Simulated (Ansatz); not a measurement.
Consider the formal hydrolysis of a C–Cl bond: `FC1(Cl)COC1` + H₂O → `OC1(F)COC1` + HCl.

Isolated molecules relaxed with PBE0-D4/def2-TZVP in Ansatz; ΔE leaves out vibrations. CBS: MP2 limit from def2 TZ/QZ plus the TZ coupled-cluster correction, frozen cores. This one scheme is used for every species. DFT in def2-TZVPP. Each species was taken in one conformer, which may not be the lowest.

`FC1(Cl)COC1`:

```xyz
10

F     0.763    0.699    1.558
C     0.424   -0.149    0.557
Cl    1.208   -1.702    0.855
C    -1.069   -0.196    0.243
O    -0.827    0.312   -1.075
C     0.582    0.429   -0.846
H    -1.653    0.493    0.859
H    -1.523   -1.188    0.233
H     0.923    1.469   -0.840
H     1.172   -0.168   -1.544
```

H₂O:

Z-matrix (Å, degrees):
```
O
H 1 0.960
H 1 0.960 2 105.1
```

`OC1(F)COC1`:

Cartesian coordinates in Å:
```
O -1.473 0.979 0.085
C -0.578 0.012 -0.319
F -1.202 -0.661 -1.314
C 0.063 -0.876 0.754
O 1.345 -0.281 0.502
C 0.859 0.442 -0.638
H -1.080 1.491 0.798
H -0.280 -0.716 1.780
H 0.042 -1.942 0.509
H 1.237 0.038 -1.582
H 1.066 1.514 -0.575
```

HCl:

Cartesian coordinates in Å:
```
Cl 0.511 0.127 0.362
H -0.511 -0.127 -0.362
```

CCSD(T)/CBS gives +0.5 kJ/mol.

(1) Another level gave +0.7 kJ/mol. Which?
A. B2PLYP/def2-TZVPP
B. CCSD/def2-TZVPP
C. PBE-D4/def2-TZVPP
D. HF/def2-TZVPP

Largest T1 diagnostic among the species: 0.011.

Answers

(1) C. PBE-D4 0.7, HF/def2-TZVPP -19.2, CCSD/def2-TZVPP -9.1, B2PLYP -4.4 kJ/mol.

In def2-TZVPP, CCSD(T) changes the Hartree–Fock value by +12.9 kJ/mol (the triples alone add +2.9 kJ/mol) and MP2 by +20.4 kJ/mol. The D4 term adds +3.6 kJ/mol with B3LYP and +1.9 kJ/mol with PBE0; it sums over pairs of atoms, weighted by their polarisabilities, and B3LYP, whose exchange is more repulsive, gets the larger term. From PBE to PBE0 (25 % exact exchange), in def2-TZVPP and without D4, ΔE moves by −3.9 kJ/mol.

B3LYP here is the variant with VWN-RPA as its local correlation; programs differ in this.
